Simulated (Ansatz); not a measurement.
What does this script print? It uses the Ansatz DFT code, driven from Python.

Script `dimer.py`:
```python
"""Interaction energy of two P2 molecules, with the counterpoise correction."""

import ansatz as az
import numpy as np

FIRST = [
    ("P", (0.0, 0.0, -1.065)),
    ("P", (0.0, 0.0, 1.065)),
]
SECOND = [
    ("P", (-1.2656, 0.6966, -4.3796)),
    ("P", (-2.0618, 2.3821, -3.349)),
]

def energy(atoms, ghosts=()):
    molecule = az.Crystal.molecule()
    for symbol, xyz in atoms:
        molecule = molecule.atom(symbol, xyz)
    calc = (
        molecule.calculation()
        .basis(gaussian="def2-SVP")
        .functional("r2scan")
    )
    deck = calc.input()
    if ghosts:
        deck = deck.set(az.key.basis.gaussian.ghost_atoms, [{"symbol": s, "position_ang": list(xyz)} for s, xyz in ghosts])
    return az.Session.from_dict(deck).plan().execute().report["free_energy_ev"]


def main() -> None:
    # ghost atoms carry the functions of the partner
    direction = np.array([-0.3714, 0.3436, -0.8626])
    print("shift (A)   counterpoise-corrected interaction (kJ/mol)")
    for shift in (-0.3, 0.0, 0.4, 1.0, 2.0):
        moved = [(s, tuple(np.round(np.array(xyz) + shift * direction, 4))) for s, xyz in SECOND]
        gain = energy(FIRST + moved) - energy(FIRST, moved) - energy(moved, FIRST)
        print(f"{shift:8.2f} {96.485332 * gain:14.3f}")


if __name__ == "__main__":
    main()
```

```console
$ python dimer.py
shift (A)   counterpoise-corrected interaction (kJ/mol)
   -0.30          5.198
    0.00          0.139
    0.40         -1.516
    1.00         -0.901
    2.00         -0.098
```

The dimer is a generated trial pose of unrelaxed monomers, not a minimum, so the figure is no binding energy, and the basis set is small. This level lacks the dispersion part of the attraction (electrostatics and induction are there), which can decide the sign where the interaction is weak. The spin state was assumed, and another may lie lower. Timing: 24 s on 1 thread of AMD EPYC 9B14 (Zen 4), on a shared host, peak memory 0.2 GiB.
